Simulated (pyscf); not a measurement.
Structures and frequencies: ωB97X-D3(BJ)/def2-SVP in PySCF.

Task: Estimate the classical barrier height and the reaction energy of H₃C–GeH₂–Cl + hydrogen (H₂) → H₃C–GeH₃ + hydrogen chloride (HCl) at ωB97M-D3(BJ)/def2-TZVP. The step runs on the singlet surface, breaks Cl–Ge, H–H and forms Ge–H, Cl–H; take the separated reactants as zero.

Result: ΔE‡ = 2.22 eV, ΔE = +0.62 eV. Zero-point energy shifts the barrier by +0.09 eV. It is a four-centre exchange, with an imaginary mode of 967i cm⁻¹. One saddle was located; it need not be the lowest between these sides. Elements up to Kr have no core potential and no relativistic terms here.
